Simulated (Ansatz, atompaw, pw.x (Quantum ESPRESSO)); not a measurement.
## pw.x on bcc Al: one setting changed

Potential: PAW, atompaw 4.2.0.5, PBEsol; core [Ne], reference 3s2 3p1; waves: 3s (bound): rc 2.40 bohr; 3s channel at 3.2 Ry: rc 1.70 bohr; 3p (bound): rc 2.40 bohr; 3p channel at 3.65 Ry: rc 2.40 bohr; 3d channel at 0.05 Ry: rc 2.20 bohr; 3d channel at 2.1 Ry: rc 2.20 bohr; local part: vpsmatchnc scheme with l = 3 at 0 Ry, radius 1.65 bohr; core correction: smooth core density matched at 2.30 bohr; augmentation: sinc compensation charge, radius 2.35 bohr; PAW radius 2.40 bohr; waves and projectors: custom polynom2 7 10 vanderbiltortho.

The reference run (k-mesh 14³, cutoffs 40/400 Ry, Fermi–Dirac 0.01 Ry, mixing_beta 0.4, conv_thr 1e-9, no spin) gives 0.12 GPa at 16.575 Å³/atom, where all-electron LAPW gives 0.16 GPa. This run, with its own iteration cap, changes nbnd to 5.

```
&control
  calculation='scf', prefix='x', pseudo_dir='./', outdir='./tmp', tstress=.true., disk_io='none'
/
&system
  ibrav=0, nat=1, ntyp=1, ecutwfc=40, ecutrho=400, nbnd=5,
  occupations='smearing', smearing='fd', degauss=0.01
/
&electrons
  conv_thr=1e-09, mixing_beta=0.4, electron_maxstep=50
/
ATOMIC_SPECIES
Al 1.0 Al.UPF
CELL_PARAMETERS angstrom
  -1.60619344 1.60619344 1.60619344
  1.60619344 -1.60619344 1.60619344
  1.60619344 1.60619344 -1.60619344
ATOMIC_POSITIONS crystal
Al 0.0000 0.0000 0.0000
K_POINTS automatic
14 14 14 0 0 0
```

```bash
pw.x < Al.scf.in > Al.scf.out
```

**Question.** How does the run end?

**Answer.** It converges in 8 iterations; the free energy moves by +0.0 meV/atom and the pressure by +0.00 GPa. The result is that of the reference run.

```
Message from routine setup:
     using ibrav=0 with symmetry is DISCOURAGED, use correct ibrav instead
     lattice parameter (alat)  =       5.2572  a.u.
     unit-cell volume          =     111.8536 (a.u.)^3
     number of electrons       =         3.00
     number of Kohn-Sham states=            5
     kinetic-energy cutoff     =      40.0000  Ry
     charge density cutoff     =     400.0000  Ry
     scf convergence threshold =      1.0E-09
     Exchange-correlation= SLA PW PSX PSC
     number of k points=   104  Fermi-Dirac smearing, width (Ry)=  0.0100
     iteration #  1     ecut=    40.00 Ry     beta= 0.40
     total energy              =     -38.51004117 Ry
     estimated scf accuracy    <       0.00529416 Ry
     iteration #  2     ecut=    40.00 Ry     beta= 0.40
     total energy              =     -38.50976249 Ry
     estimated scf accuracy    <       0.00181392 Ry
     iteration #  3     ecut=    40.00 Ry     beta= 0.40
     total energy              =     -38.50982538 Ry
     estimated scf accuracy    <       0.00000335 Ry
     [... 2 iterations left out ...]
     iteration #  6     ecut=    40.00 Ry     beta= 0.40
     c_bands:  1 eigenvalues not converged
     total energy              =     -38.50983521 Ry
     estimated scf accuracy    <       0.00000002 Ry
     iteration #  7     ecut=    40.00 Ry     beta= 0.40
     total energy              =     -38.50983522 Ry
     estimated scf accuracy    <       0.00000001 Ry
     iteration #  8     ecut=    40.00 Ry     beta= 0.40
     the Fermi energy is     7.7983 ev
!    total energy              =     -38.50983522 Ry
     estimated scf accuracy    <          1.6E-10 Ry
     smearing contrib. (-TS)   =      -0.00173643 Ry
     convergence has been achieved in   8 iterations
          total   stress  (Ry/bohr**3)                   (kbar)     P=        1.22
     Message from routine punch:
     Nothing written, as per user request (disk_io='none')
```

The run took about 7.5 s on one core of a shared host (Intel(R) Xeon(R) Platinum 8559C, 192 threads, 1488 GiB, load 74).
